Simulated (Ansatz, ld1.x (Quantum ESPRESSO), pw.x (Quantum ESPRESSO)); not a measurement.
## pw.x on bcc Mg: one setting changed

Potential: norm-conserving Troullier–Martins (Kleinman–Bylander form), ld1.x (Quantum ESPRESSO) 7.5, PBEsol; core [Ne], reference 3s2 3p0; waves: 3s (bound): rc 1.70 bohr; 3p (bound, empty): rc 2.15 bohr; 3d channel at 0.15 Ry: rc 2.30 bohr; local part: the d channel; core correction: a·sin(br)/r model core inside 1.60 bohr.

The reference run (k-mesh 13³, cutoffs 50/200 Ry, Fermi–Dirac 0.01 Ry, mixing_beta 0.4, conv_thr 1e-9, no spin) gives -0.28 GPa at 22.446 Å³/atom, where all-electron LAPW gives 0.16 GPa. This run, with its own iteration cap, changes mixing_beta to 0.9.

```
&control
  calculation='scf', prefix='x', pseudo_dir='./', outdir='./tmp', tstress=.true., disk_io='none'
/
&system
  ibrav=0, nat=1, ntyp=1, ecutwfc=50, ecutrho=200, nbnd=8,
  occupations='smearing', smearing='fd', degauss=0.01
/
&electrons
  conv_thr=1e-09, mixing_beta=0.9, electron_maxstep=60
/
ATOMIC_SPECIES
Mg 1.0 Mg.UPF
CELL_PARAMETERS angstrom
  -1.77702276 1.77702276 1.77702276
  1.77702276 -1.77702276 1.77702276
  1.77702276 1.77702276 -1.77702276
ATOMIC_POSITIONS crystal
Mg 0.0000 0.0000 0.0000
K_POINTS automatic
13 13 13 0 0 0
```

```bash
pw.x < Mg.scf.in > Mg.scf.out
```

**Question.** How does the run end?

**Answer.** It converges in 4 iterations; the free energy moves by +0.0 meV/atom and the pressure by +0.00 GPa. The result is that of the reference run.

```
Message from routine setup:
     using ibrav=0 with symmetry is DISCOURAGED, use correct ibrav instead
     lattice parameter (alat)  =       5.8164  a.u.
     unit-cell volume          =     151.4731 (a.u.)^3
     number of electrons       =         2.00
     number of Kohn-Sham states=            8
     kinetic-energy cutoff     =      50.0000  Ry
     charge density cutoff     =     200.0000  Ry
     scf convergence threshold =      1.0E-09
     Exchange-correlation= PBESOL
     number of k points=    84  Fermi-Dirac smearing, width (Ry)=  0.0100
     iteration #  1     ecut=    50.00 Ry     beta= 0.90
     total energy              =      -2.51079611 Ry
     estimated scf accuracy    <       0.00408045 Ry
     iteration #  2     ecut=    50.00 Ry     beta= 0.90
     total energy              =      -2.51085886 Ry
     estimated scf accuracy    <       0.00001365 Ry
     iteration #  3     ecut=    50.00 Ry     beta= 0.90
     total energy              =      -2.51086392 Ry
     estimated scf accuracy    <       0.00000004 Ry
     iteration #  4     ecut=    50.00 Ry     beta= 0.90
     the Fermi energy is     3.7383 ev
!    total energy              =      -2.51086395 Ry
     estimated scf accuracy    <          5.0E-10 Ry
     smearing contrib. (-TS)   =      -0.00214802 Ry
     The total energy is F=E-TS. E is the sum of the following terms:
     one-electron contribution =       1.31516959 Ry
     hartree contribution      =       0.00407222 Ry
     xc contribution           =      -1.66051288 Ry
     ewald contribution        =      -2.16744486 Ry
     convergence has been achieved in   4 iterations
          total   stress  (Ry/bohr**3)                   (kbar)     P=       -2.80
     Message from routine punch:
     Nothing written, as per user request (disk_io='none')
```

The run took about 4.8 s on one core of a shared host (Neoverse-V2, 96 threads, 371 GiB, load 66).
